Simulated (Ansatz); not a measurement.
# BCCl (triplet): wave-function methods side by side at a displaced geometry (v2), cc-pVDZ

How much of the correlation energy of BCCl (triplet) does each wave-function method recover here?

The runs use Ansatz 0.2.0, Gaussian basis; cc-pVDZ, core rule «outside noble gas», up to 7 orbitals frozen.

To be run: UHF; CCSD(T) on ROHF; CCSD(T) on UHF; BCCD(T) on ROHF; CISD; CCSDT(Q) on ROHF; CCSDT(Q) on UHF.

25 further runs of the same task are left out: 12 that didn't finish, 13 set aside as unsound or not needed.

## Step 1: The system

The geometry is a PBE0/def2-TZVP stationary point (not a proven minimum) with its atoms shifted at random (size 0.100 Å).

3 atoms, charge 0, spin multiplicity 3.

Atoms are counted from 1 here; the program's logs count them from 0.

Bond lengths: C1–B2 1.477 Å, B2–Cl3 1.668 Å. Angles: C1–B2–Cl3 170.8°.

## Step 2: UHF

in.yaml

```yaml
crystal:
  periodic: [false, false, false]
  atoms:
    - {symbol: C, position_ang: [0.084376, 0.005225, -1.533562]}
    - {symbol: B, position_ang: [-0.080498, 0.013599, -0.066046]}
    - {symbol: Cl, position_ang: [-0.003878, -0.018825, 1.599608]}
basis:
  gaussian: {orbitals: cc-pVDZ}
magnetization: {spin_polarized: true, initial_magnetization: 2}
hamiltonian: {xc: hf}
output: {orbitals: {seedname: orbitals}}
```

On the command line:

```console
ansatz run in.yaml --threads 1 --pin off --events-out ev --progress --plain --max-ram 2393MiB
```

Further steps of the session: CCSD(T) on ROHF; CCSD(T) on UHF; BCCD(T) on ROHF; CISD; CCSDT(Q) on ROHF; CCSDT(Q) on UHF.

Q: Predict the results of all the runs planned. Wanted: UCCSDT(Q) below the RHF energy; RMP2 from UCCSDT(Q); UMP2 from UCCSDT(Q); RCCSD from UCCSDT(Q); RCCSD(T) from UCCSDT(Q); UCCSD(T) from UCCSDT(Q); RCCSDT(Q) from UCCSDT(Q); T1 diagnostic.

As calculated:

| quantity | value |
| --- | --- |
| UCCSDT(Q) below the RHF energy | -8.9804 eV |
| RMP2 from UCCSDT(Q) | +124.4 kJ/mol |
| UMP2 from UCCSDT(Q) | +125.2 kJ/mol |
| RCCSD from UCCSDT(Q) | +34.8 kJ/mol |
| RCCSD(T) from UCCSDT(Q) | +6.5 kJ/mol |
| UCCSD(T) from UCCSDT(Q) | +6.5 kJ/mol |
| RCCSDT(Q) from UCCSDT(Q) | +0.3 kJ/mol |
| levels within 1 kcal/mol (43 meV) | RCCSDT, UCCSDT, RCCSDT(Q) |
| T1 diagnostic | 0.027 |

In words: RCCSD(T) misses by +6.5 kJ/mol, 0.7 % of the correlation energy. These misses are within one basis, not against nature; the frozen cores of restricted and unrestricted runs differ, which can shift their rows.
